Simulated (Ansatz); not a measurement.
in.yaml

```yaml
crystal:
  periodic: [false, false, false]
  atoms:
    - {symbol: N, position_ang: [-1.849104, 0.025300, -0.018825]}
    - {symbol: H, position_ang: [-2.146384, 0.993134, -0.018825]}
    - {symbol: H, position_ang: [-2.146383, -0.376999, 0.861435]}
    - {symbol: H, position_ang: [-0.619104, 0.025300, -0.018825]}
    - {symbol: Si, position_ang: [0.983896, 0.025300, -0.018825]}
    - {symbol: H, position_ang: [1.596076, -0.848984, 1.071187]}
    - {symbol: H, position_ang: [1.596076, -0.848984, -1.108837]}
basis:
  gaussian: {orbitals: cc-pVDZ}
hamiltonian: {xc: {name: PBE0}}
```

```sh
$ ansatz run in.yaml --threads 1 --pin off --events-out ev --progress --plain --max-ram 2393MiB
```

Output:

```
534 factors; integrals over basis functions are off by at most 1.3e-3 eV
mean field evaluation 1: about -9433.4918 eV, gradient 5.3e1 eV
mean field evaluation 2: about -9387.0864 eV, gradient 1.2e2 eV
mean field evaluation 4: about -9440.0741 eV, gradient 6.8e0 eV
mean field evaluation 8: about -9440.2429 eV, gradient 1.2e-1 eV
mean field -9440.24297369 eV, -346.9225304567 hartree, gradient 8.5e-5 eV, S^2 0.000000; 0 other end points of the search recorded, 0 dependent functions left out
reference -9440.24299890 eV, -346.9225313831 hartree; 13, 13 occupied and 44, 44 virtual orbitals, 534 factors
Total energy: -9440.24299890 eV, -346.9225313831 hartree
```

Ran on 1 thread of Arm Neoverse V2, shared host: 0.84 s wall, 0.21 GiB peak host memory.
